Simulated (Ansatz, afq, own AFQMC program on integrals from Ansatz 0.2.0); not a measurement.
AFQMC on a folder of integrals that Ansatz 0.2.0 wrote.

```yaml
crystal:
  periodic: [false, false, false]
  atoms:
    - {symbol: Si, position_ang: [0.000000, 0.000000, 1.249328]}
    - {symbol: Al, position_ang: [0.000000, 0.000000, -1.159384]}
    - {symbol: H, position_ang: [0.000000, 1.405470, -1.888034]}
    - {symbol: H, position_ang: [0.000000, -1.405470, -1.888034]}
basis:
  gaussian: {orbitals: cc-pVDZ}
magnetization: {spin_polarized: true, initial_magnetization: 3}
correlation: {method: ccsd_t, electrons: outside_noble_gas, hamiltonian_folder: ham}
```

```sh
$ ansatz run in.yaml --threads 1 --pin off --events-out ev --progress --plain --max-ram 1843MiB
```

Options of the walk:

```
--method phaseless --trial cisd --walkers 60 --populations 1 --least-time 40 --time-step 0.005 --steps-per-block 50 --equilibration-blocks 28 --max-blocks 300 --target-error 0.00036 --factor-cut 1e-05 --start spin_pure --seed 4546 --release-times 0.24,0.51,0.99,1.62,2.4 --release-step 0.03 --release-every 4 --taylor-order 6
```

Times are imaginary, in 1/Eh. The walk had a cap of 1002 s.

```
orbitals 36  electrons 6 3  factors 266 of 451
reference energy -531.92926082 Eh
CCSD correlation -0.14976516 Eh in 11 cycles, weight of the determinant in the CISD state 0.8797
energy of the start -532.078971 Eh
 block  time / (1/Eh)  mean weight  energy / Eh
     1     0.250  0.9989  -532.077272
     2     0.500  0.9993  -532.077525
     3     0.750  0.9988  -532.078238
     4     1.000  0.9982  -532.079890
     5     1.250  0.9992  -532.083224
     7     1.750  1.0008  -532.085369
     9     2.250  0.9996  -532.082421
    11     2.750  1.0011  -532.083640
    21     5.250  1.0005  -532.083668
    31     7.750  0.9979  -532.081010
    41    10.250  0.9985  -532.083074
    51    12.750  1.0028  -532.082630
    61    15.250  0.9975  -532.083197
    71    17.750  1.0002  -532.084061
    81    20.250  1.0005  -532.085158
    91    22.750  0.9986  -532.084843
   101    25.250  1.0001  -532.083214
   111    27.750  0.9996  -532.082951
   121    30.250  0.9990  -532.085100
   126    31.500  1.0006  -532.095531
   131    32.750  1.0003  -532.084785
   141    35.250  0.9994  -532.092294
   151    37.750  0.9991  -532.086505
   161    40.250  0.9992  -532.086262
   171    42.750  1.0006  -532.081853
   181    45.250  1.0010  -532.085998
   191    47.750  1.0014  -532.085768
   201    50.250  1.0013  -532.086629
   211    52.750  1.0004  -532.083116
   216    54.000  0.9997  -532.083888
blocks merged  error / Eh  count
     1  0.000197  190
     2  0.000239  95
     4  0.000284  47
     8  0.000337  23
    16  0.000437  11
released: time / (1/Eh)  energy / Eh  error  mean overlap
  0.24  -532.084690  0.000327  1.0037
  0.51  -532.084844  0.000321  0.9917
  0.99  -532.084784  0.000316  0.9930
  1.62  -532.084693  0.000378  0.9934
  2.40  -532.085320  0.000349  0.9435
energy -532.085012 +/- 0.000337 Eh
(rows thinned)
```

(1) Estimate how long the walk took on 1 thread of Arm Neoverse V1, on a shared host.

The run passed its tests (sampling time, drift between the halves within three errors, error under three times the target), which doesn't prove that it has relaxed. The second half of the sampling lies below the first by 2.3 errors of their difference, so the energy may still be moving and its error bar be too small.

Against this walk (error 9.2 meV) on the same determinant: CCSD(T) 52.6 meV higher, CCSDT(Q) 14.0 meV higher (within the noise). The error is statistical and leaves out the bias of the constraint. Released to 2.40 1/Eh the energy moves by -8 ± 13 meV (both errors), within twice the noise.

Cautions: constraint bias not in the error; lower spins were not checked.

Results:

(1) 4.2 min of wall time.

CCSDT and higher add their correlation energy to the determinant of the CCSD(T) run, since their own runs factorise the integrals more tightly (a shift of under 2 meV). A walk keeps the symmetry of its determinant, which the program's search chose and which needn't be the lowest solution, so a lower state of the same spin and another symmetry isn't excluded.
